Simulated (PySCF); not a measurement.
Calculation: TPSSh-D3(BJ)/def2-TZVP // PBE-D3(BJ)/def2-SVP run with PySCF. All species are isolated molecules in the gas phase. 

Reference species (SMILES): `[NH2]` (neutral, multiplicity 2).

The dipole moment is 1.93 D.

Changed species: `[OH]` (free radical OH; the reference has free radical NH2).

### Question
Give the shifts of the dipole moment.

### Answer
the dipole moment decreases by 0.18 D, to 1.75 D.
